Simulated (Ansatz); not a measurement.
Ideal-gas functions of C2H4ClN, SMILES `C=C(N)Cl` at 800 K and 1 bar, from an Ansatz frequency run at PBE0-D4/def2-TZVP.

Molar mass 77.51 g/mol, point group C1 (symmetry number 1), electronic degeneracy 1, moments of inertia 49.972, 97.952, 147.423 u Å². Harmonic wavenumbers (cm⁻¹, unscaled): 281, 385, 421, 537, 609, 678, 713, 798, 981, 1119, 1304, 1426, 1635, 1718, 3184, 3294, 3580, 3687.

Use S(trans) = R[1.5 ln M + 2.5 ln T − 1.1517]; rotational temperatures θ = 24.2544 K / I; S(rot) = R[ln(√π/σ · √(T³/θAθBθC)) + 1.5]; for each mode x = 1.438777 ν̃/T, S = R[x/(eˣ − 1) − ln(1 − e⁻ˣ)] and H = RT x/(eˣ − 1); 1 cm⁻¹ = 0.0119627 kJ/mol; R = 8.31446 J/(mol·K).

**Question.** By hand: the entropy, in J/(mol·K).

**Answer.** Translation 183.6. Rotation: θ = 0.4854, 0.2476, 0.1645 K, giving 116.9. Vibration, mode by mode: 14.08, 11.53, 10.82, 8.92, 7.96, 7.16, 6.79, 5.99, 4.59, 3.77, 2.90, 2.44, 1.82, 1.61, 0.18, 0.15, 0.10, 0.08, in all 90.9. Electronic 0.0. Sum 391.4 J/(mol·K).

**Question.** By hand: H − E and G − E in kJ/mol, counted from the electronic energy.

**Answer.** Zero-point energy ½ × 26350 × 0.0119627 = 157.6; thermal vibration 41.4; translation, rotation and pV give 4 RT = 26.6. H − E = 225.6 kJ/mol, and G − E = 225.6 − 800 × 391.4/1000 = -87.5 kJ/mol.

Vibration gives 23 % of the entropy. The sum counts one conformer and one mirror image; others add a mixing term.
